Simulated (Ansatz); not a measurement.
# SiHF (triplet): from Hartree-Fock to the top rungs at a displaced geometry (v1), cc-pVDZ

Aim: climb from Hartree-Fock through coupled cluster for SiHF (triplet) at one geometry and basis, and see what each rung misses.

The runs use Ansatz 0.2.0, Gaussian basis; cc-pVDZ, core rule «outside noble gas», up to 6 orbitals frozen.

Plan: UHF; CCSD(T) on ROHF; CCSD(T) on UHF; BCCD(T) on ROHF; CISD; CCSDT(Q) on ROHF; CCSDT(Q) on UHF.

37 further runs of the same task are left out: 14 for a known fault of the program, 12 that didn't finish, 11 set aside as unsound or not needed.

**1. What is computed**

The geometry is a PBE0/def2-TZVP stationary point (not a proven minimum) with its atoms shifted at random (size 0.040 Å).

3 atoms, charge 0, spin multiplicity 3.

Atoms are counted from 1 here; the program's logs count them from 0.

Bond lengths: Si1–F2 1.615 Å, Si1–H3 1.505 Å. Angles: F2–Si1–H3 112.0°.

**2. UHF**

The input, in.yaml:

```yaml
crystal:
  periodic: [false, false, false]
  atoms:
    - {symbol: Si, position_ang: [-0.000659, -0.094225, 0.619888]}
    - {symbol: F, position_ang: [-0.001492, 0.073808, -0.986748]}
    - {symbol: H, position_ang: [0.046472, 1.234321, 1.326256]}
basis:
  gaussian: {orbitals: cc-pVDZ}
magnetization: {spin_polarized: true, initial_magnetization: 2}
hamiltonian: {xc: hf}
output: {orbitals: {seedname: orbitals}}
```

Launch:

```console
$ ansatz run in.yaml --threads 1 --pin off --events-out ev --progress --plain --max-ram 2393MiB
```

After this run come: CCSD(T) on ROHF; CCSD(T) on UHF; BCCD(T) on ROHF; CISD; CCSDT(Q) on ROHF; CCSDT(Q) on UHF.

**Question.** What will the summary of the whole plan be? Wanted: UCCSDT(Q) below the RHF energy; RMP2 from UCCSDT(Q); UMP2 from UCCSDT(Q); RCCSD from UCCSDT(Q); RCCSD(T) from UCCSDT(Q); UCCSD(T) from UCCSDT(Q); RCCSDT(Q) from UCCSDT(Q); T1 diagnostic.

As calculated:

| quantity | value |
| --- | --- |
| UCCSDT(Q) below the RHF energy | -7.4519 eV |
| RMP2 from UCCSDT(Q) | +592.7 meV |
| UMP2 from UCCSDT(Q) | +584.3 meV |
| RCCSD from UCCSDT(Q) | +163.6 meV |
| RCCSD(T) from UCCSDT(Q) | +32.2 meV |
| UCCSD(T) from UCCSDT(Q) | +31.8 meV |
| RCCSDT(Q) from UCCSDT(Q) | +2.6 meV |
| levels within 1 kcal/mol (43 meV) | RCCSD(T), UCCSD(T), BCCD(T), RCCSDT, UCCSDT, RCCSDT(Q) |
| T1 diagnostic | 0.022 |

In words: RCCSD(T) lands +32.2 meV from the yardstick (0.4 % of the correlation energy). These misses are within one basis, not against nature; the frozen cores of restricted and unrestricted runs differ, which can shift their rows.
